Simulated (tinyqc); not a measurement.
Starting guesses with DIIS over 6 matrices: SCF starting guesses in the sto-3g basis, for H2O, spin multiplicity 3. Computed by the program tinyqc with PySCF. 

Geometry (angstrom):
```
atom       x        y       z
O     0.0000   0.0000  0.0000
H     0.0000   1.1590  0.7520
H     0.0000  -1.1590  0.7520
```

lowest solution found by these runs and by PySCF with stability checks = -74.723025 hartree

UHF with one setting changed at a time; a run stops when the energy changes by less than 1e-09 hartree and the error matrix is below 1e-5. Starts: the lowest orbitals of the core Hamiltonian, of the Wolfsberg-Helmholz matrix (K = 1.75), projected atomic densities, random orbitals, and the highest orbitals of the core Hamiltonian (a deliberately bad start).

Largest element of the error matrix X^T (FDS - SDF) X:
```
iteration     core  Wolfsberg-Helmholz  atomic densities   random  highest core orbitals
1          1.7e-01             1.5e-01           3.2e-01  6.7e+00                2.1e-01
2          3.0e-02             5.4e-02           2.6e-02  2.4e-01                1.8e-01
3          1.4e-02             1.8e-02           2.7e-02  6.6e-02                1.9e-01
4          9.9e-03             1.5e-02           2.3e-02  4.1e-02                1.9e-01
5          3.5e-03             1.4e-02           8.9e-03  3.4e-02                1.9e-01
6          6.6e-04             6.1e-03           1.3e-03  2.0e-02                1.8e-01
8          5.8e-05             7.2e-03           1.2e-03  1.8e-02                9.5e-02
10         2.6e-07             7.4e-05           9.3e-05  1.6e-02                5.2e-02
14               -                   -                 -  3.4e-03                7.3e-05
20               -                   -                 -  5.9e-05                      -
```

How each run ends:
```
run                    iterations  E (hartree)         state
core                           11    -74.72303  lowest found
Wolfsberg-Helmholz             13    -74.64258        higher
atomic densities               12    -74.72303  lowest found
random                         23    -74.71099        higher
highest core orbitals          17    -74.55822        higher
```

2 of 5 runs reach the lowest solution found, in 11 to 12 iterations (fastest: core). Ending on a higher stationary point: Wolfsberg-Helmholz, random, highest core orbitals; a small error matrix cannot reveal that, and an occupation fixed by the start is kept by symmetry or by the shape of the basin. The first errors are 2e-01, 1e-01, 3e-01, 7e+00, 2e-01.
